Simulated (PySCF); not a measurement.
# [BH2]-: structure of the triplet

The task is one start of a wider search on [BH2]-: the triplet, from a linear start. It is relaxed, tested by its Hessian and followed downhill if it is a saddle.

The runs use PySCF 2.14.0; PBE0, basis B def2-TZVPD, H def2-TZVPD, no relativity, density fitting.

## 1. Starting geometry

3 atoms, charge -1, spin multiplicity 3.

Bond lengths: B1–H2 1.170 Å, B1–H3 1.170 Å. Angles: H2–B1–H3 180.0°.

```xyz
3
charge -1 multiplicity 3
B     0.0000    0.0000    0.0000
H     0.0000    0.0000    1.1700
H     0.0000    0.0000   -1.1700
```

## 2. Finding the electronic state

One driver script runs all steps and calls PySCF; scf.py shows how it sets up the SCF of each step. The optimiser is the driver's own. After this first run the driver tries any further starts and a stability analysis.

scf.py reads:

```python
from pyscf import gto, scf, dft
mol = gto.M(atom='''
B      0.000000     0.000000     0.000000
H      0.000000     0.000000     1.170000
H      0.000000     0.000000    -1.170000''',
    basis={'B': 'def2-TZVPD', 'H': 'def2-TZVPD'},
    charge=-1, spin=2)
mf = dft.UKS(mol, xc='PBE0')
mf.grids.atom_grid = (50, 194)
aux = {'B': 'def2-universal-JKFIT', 'H': 'def2-universal-JKFIT'}
mf = mf.density_fit(auxbasis=aux)
mf.conv_tol = 1e-08
mf.diis_space = 10
mf.max_cycle = 60
mf.init_guess = 'minao'
mf.verbose = 4
mf.kernel()
```

On the command line:

```bash
> OMP_NUM_THREADS=2 python axn.py task.json out
```

After this run come: Relaxing the triplet from the linear start; Hessian and properties; Leaving the saddle point; Frequencies.

What does the calculation give? Wanted: minimum; geometry; wavenumbers; dipole moment; highest occupied, lowest empty level; polar-tensor charge of B1; zero-point energy; ⟨S²⟩.

As calculated:

```
                                          quantity                           value
                                           minimum                    triplet, C2v
                                          geometry  B–H 1.209 Å (×2); H–B–H 129.0°
                                wavenumbers (cm⁻¹)  920 (a1), 2435 (a1), 2570 (b2)
                    dipole moment (centre of mass)                          0.93 D
highest occupied, lowest empty level (either spin)                   1.92, 4.11 eV
                         polar-tensor charge of B1                         -0.64 e
                                 zero-point energy                     35.4 kJ/mol
                               entropy at 298.15 K                 198.1 J/(mol K)
                                              ⟨S²⟩                           2.005
```

From D∞h at the start the molecule goes to a C2v minimum, after a stop at a second-order saddle point 27.8 kJ/mol higher, from which it was pushed off along an imaginary mode. The strongest infrared band lies at 2570 cm⁻¹ (b2, stretch). Most of the spin sits on B1 (Mulliken spin 2.10, against 2 for the whole molecule). Only this shape and spin were tried, so other structures or states may lie lower. The highest occupied level lies above zero: either self-interaction error lifts it or the extra electron is not bound, and the basis holds it in place.
